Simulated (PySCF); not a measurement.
How the method changes the constants of BF⁺

State: ²Σ⁺ (doublet), unpaired electrons σ ↑. Set-up: PySCF, no relativity, basis sets B cc-pVTZ, F cc-pVTZ. De refers to B⁺ + F in their high-spin ground configurations, without counterpoise correction. The functionals are run spin-unrestricted. A positive dipole points towards F; it is taken about the centre of mass and depends on that origin.

```csv
Level,Re (Å),ωe (cm⁻¹),De (eV),μ (D)
UHF,1.198,1798,4.18,-3.70
UHF-MP2,1.218,1700,5.65,n/a
UHF-SCS-MP2,1.217,1701,5.26,n/a
UHF-CCSD,1.214,1716,4.72,n/a
UHF-CCSD(T),1.218,1691,4.90,n/a
PBE,1.224,1644,5.99,-3.28
PBEsol,1.222,1657,6.32,-3.27
r²SCAN,1.217,1685,5.96,-3.38
PBE0,1.212,1710,5.63,-3.39
M06,1.208,1736,5.48,-3.42
M06-2X,1.210,1714,5.34,-3.52
ωB97X,1.218,1682,5.39,-3.46
```

(1) Which functional lies closest to UHF-CCSD(T) in De, which farthest, and by how much do they differ from it?

(2) What does second-order correlation do here, going from UHF to UHF-MP2?

(3) What does the triples do here, going from UHF-CCSD to UHF-CCSD(T)?

Correlated steps freeze 2 core orbitals. For an ion De counts to the pair picked by the measured ionisation energies or electron affinities, which need not be the lowest pair at this level. The state was picked by a PBE0 search and need not be the measured ground state.

The whole job (state search and all levels along the bond) took about 2.9 min on 1 thread of Arm Neoverse V2 (shared host), peak memory 1.1 GiB.

## Answers

(1) Closest is M06-2X (-0.8 pm in Re, +1.4 % in ωe, +0.44 eV in De against UHF-CCSD(T) in the same basis), farthest PBEsol (+0.4 pm in Re, -2.0 % in ωe, +1.42 eV in De). CCSD(T) converges more slowly with the basis than the functionals do and binds too weakly in this one, so the order can change at the basis-set limit.

(2) UHF-MP2 less UHF: +2.0 pm in Re, -5.5 % in ωe, +1.47 eV in De. Correlation nearly always deepens the well. The bond lengthens, as in strong covalent bonds, where excitations into antibonding orbitals dominate.

(3) UHF-CCSD(T) less UHF-CCSD: +0.4 pm in Re, -1.5 % in ωe, +0.18 eV in De. Correlation nearly always deepens the well. The bond lengthens, as in strong covalent bonds, where excitations into antibonding orbitals dominate.
